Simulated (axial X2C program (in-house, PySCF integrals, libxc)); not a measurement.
**BCl⁻ along the bond: TPSS, two-component**

Computed with an in-house all-electron X2C program for linear molecules (integrals from PySCF). Two-component (2c) means X2C with spin–orbit coupling and atomic mean-field two-electron Coulomb and Gaunt terms. Basis: Cl dyall-av3z [9s8p3d2f], B dyall-av3z [8s7p3d2f] (cores contracted in-house); Gaussian nuclei, density fitting, unrestricted open shells. Masses: Cl 34.969 u, B 11.009 u.

State: Ω = 1/2 (⟨Sz⟩ = -0.50, ⟨Lz⟩ = 1.00 at TPSS). Dipoles are positive if B is the positive end and refer to the centre of mass.

```
R (Å)   μ (D)  HOMO (eV)  LUMO (eV)
1.624  -8.458       1.83       1.84
1.699  -7.966       1.87       1.88
1.755  -7.571       1.90       1.90
1.811  -7.158       1.93       1.93
1.867  -6.729       1.96       1.96
1.932  -6.216       1.99       2.00
1.998  -5.704       2.01       2.02
2.082  -5.094       2.00       2.01
2.184  -4.429       1.93       1.94
2.334  -3.578       1.77       1.78
```

Problem. The minimum lies at 1.860 Å. What is the dipole moment there?

Solution. At TPSS, 2c, with the sign and origin stated: μ = -6.78 D.

The state is a single determinant with fixed occupations, the lowest that a limited PBE0 search found. Density functionals use the spin component along the axis (collinear). The highest occupied level is positive at some bond lengths even in Hartree–Fock (under at least one Hamiltonian), so the basis set holds the extra electron there; where that holds at Re the anion is at best weakly bound and its constants depend on the basis. The functionals have no current-density term, which raises determinants with orbital currents, atoms included. The LUMO of an anion is an unbound level whose energy the basis sets.
